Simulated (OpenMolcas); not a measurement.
# HCl (SMILES Cl) at HF/6-31G

Aim: a single-point energy of HCl. 

The calculation is run with OpenMolcas 26.06.

## Step 1: The system as given

HCl has 2 atoms, charge 0, and is taken as a singlet. As SMILES, `Cl`. Geometry: relaxed at PBE0-D4/def2-TZVP.

Bond lengths: Cl1–H2 1.279 Å.

## Step 2: The energy at HF/6-31G

The input, calc.input:

```
>>> EXPORT MOLCAS_PRINT=2

&GATEWAY
  BasLib = $CurrDir
  BasisSet
  Cl.6-31G....
  Cl1 0.546000 -0.178500 0.280800 angstrom
  End of Basis
  BasisSet
  H.6-31G....
  H2 -0.546000 0.178500 -0.280800 angstrom
  End of Basis

&SEWARD

&SCF
  Thresholds = 1e-10 1e-07 1e-07 1e-05
  PrOrbitals = 1 1
```

The basis set 6-31G is read from a file made from the Basis Set Exchange's data (not shown).

The run is started by

```console
$ export MOLCAS_MEM=1860
$ pymolcas calc.input > calc.log
```

Output:

```text
--- Start Module: gateway ---
[...]
--- Stop Module: gateway /rc=_RC_ALL_IS_WELL_ ---
--- Start Module: seward ---
[...]
      Basis functions           15
--- Stop Module: seward /rc=_RC_ALL_IS_WELL_ ---
--- Start Module: scf ---
[...]
       Convergence after   9 Iterations
[...]
::    Total SCF energy                               -460.0370137510
[...]
      Total spin, S                                     0.0000000000
[...]
      Total electronic charge=   18.000000
      Total            charge=   -0.000000
[...]
      Dipole Moment (debye):
      Origin of the operator (angstrom)=    0.5154   -0.1685    0.2651
                   X= -1.5974E+00               Y=  5.2223E-01               Z= -8.2153E-01           Total=  1.8707E+00
      Quadrupole Moment (debye*angstrom):
[...]
--- Stop Module: scf /rc=_RC_ALL_IS_WELL_ ---
[...]
```

Wall time 1.4 s (1 thread of Arm Neoverse V2, shared host); peak memory 0.37 GiB.

## Step 3: Results

At HF/6-31G:

```
     quantity          value
 total energy  -460.03701 Eh
dipole moment         1.87 D
  HOMO energy      -13.04 eV
  LUMO energy        4.33 eV
HOMO–LUMO gap       17.38 eV
```
